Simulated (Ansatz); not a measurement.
## Structure relaxation of As₃I

Computed with DFT PBE, scalar-relativistic, plane waves, PAW in Ansatz 0.2.0. Cutoff 420 eV, Γ-centred k mesh, Gaussian smearing, no spin polarisation in the final step.

As₃I was placed on the sites of a reported Cu3Pd cell (P4/mmm, No. 123), with I in place of Pd, As in place of Cu, at a guessed volume.

```
CELL_PARAMETERS angstrom
4.66201 0.00000 0.00000
0.00000 4.66201 0.00000
0.00000 0.00000 4.61409
ATOMIC_POSITIONS crystal
As 0.00000 0.50000 0.50000
As 0.50000 0.00000 0.50000
As 0.50000 0.50000 0.00000
I 0.00000 0.00000 0.00000
```

Cell and atoms relax at zero pressure; the relaxation can't lower the symmetry of the start. After a coarse first stage the cell is made exact in the group found at 0.06 Å.

Formation energies are uncorrected and refer to the elements' standard structures at the same level.

Which crystal results?

It keeps P4/mmm (No. 123), but not the shape of the type it started on. Conventional cell: a = 5.110 Å, c = 3.444 Å. As on Wyckoff site e (2 atoms of the primitive cell) has 4 As at 3.08 Å, 4 I at 3.08 Å and 6 As at 3.44–3.61 Å; As on Wyckoff site c (1 atom of the primitive cell) is coordinated by 8 As at 3.08 Å, 2 As at 3.44 Å and 4 I at 3.61 Å; around I lie 8 As at 3.08 Å, 2 I at 3.44 Å and 4 As at 3.61 Å.

```xyz
4
Lattice="5.1098 0.0000 0.0000 0.0000 5.1098 0.0000 0.0000 0.0000 3.4442" Properties=species:S:1:pos:R:3 pbc="T T T"
As    0.0000    2.5549    1.7221
As    2.5549    0.0000    1.7221
As    2.5549    2.5549    0.0000
I     0.0000    0.0000    0.0000
```

What are its volume, energy, density and gap?

The volume per atom is 22.48 Å³ and the density is 6.49 g/cm³. The energy over the elements is 0.70 eV/atom and the gap on the 10×10×14 mesh is 0 eV (a metal).

The final run used a 10×10×14 mesh on its 4-atom cell and 0.10 eV smearing. The k mesh leaves about 4 meV/atom of noise in metals. Spin–orbit coupling is left out. A structure relaxed within its symmetry needn't be a true minimum. The steps took of the order of 5 core-minutes in all.